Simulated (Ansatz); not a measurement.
## [NH2···H···CH3], doublet along the distance N1-H4

Starting geometry:

```yaml
atoms:
  - { symbol: N, position_ang: [-1.2557, -0.0178, -0.0277] }
  - { symbol: H, position_ang: [-1.5529, 0.9501, -0.0277] }
  - { symbol: H, position_ang: [-1.5529, -0.4201, 0.8526] }
  - { symbol: H, position_ang: [-0.2432, -0.0178, -0.0277] }
  - { symbol: C, position_ang: [1.3943, -0.0178, -0.0277] }
  - { symbol: H, position_ang: [1.3943, -1.0978, -0.0277] }
  - { symbol: H, position_ang: [1.3943, 0.5222, 0.9077] }
  - { symbol: H, position_ang: [1.3943, 0.5222, -0.9630] }
```

From there H4 is moved from one fragment to the other while all else, the fragments' distance too, stays fixed; atoms are numbered as listed. Energies are in kJ/mol, counted from the starting geometry at the same level. Kohn–Sham curves are unrestricted where that lies lower.

Basis cc-pVDZ; Ansatz 0.2.0. Only valence electrons are correlated (noble-gas cores frozen). R marks a restricted (for open shells ROHF) determinant, U an unrestricted one.

Full CI isn't at hand for all of this; UCCSDT(Q) serves as the reference, and is uncertain by about the last step of the cluster series.

```tsv
distance N1-H4 (Å)	wB97M-V
1.012	0.0
1.091	8.5
1.247	50.1
1.404	75.4
1.560	88.2
```

Question: Estimate the UCCSDT(Q) curve in cc-pVDZ from this one, knowing how wB97M-V errs.

Answer: The computed UCCSDT(Q) values, in kJ/mol from the starting point, and the error of wB97M-V against them:
| distance N1-H4 (Å) | UCCSDT(Q) | wB97M-V less UCCSDT(Q) |
| --- | --- | --- |
| 1.012 | 0.0 | 0.0 |
| 1.091 | 9.6 | -1.1 |
| 1.247 | 54.5 | -4.5 |
| 1.404 | 81.4 | -6.1 |
| 1.560 | 93.3 | -5.1 |

The error spans 6.1 kJ/mol and is largest, -6.1 kJ/mol, at 1.404 Å.

In so small a basis the reference is far from its limit while semilocal and hybrid functionals are nearer theirs, so the functionals' errors here hold much of the reference's basis and frozen-core error, which can add to them or hide them.
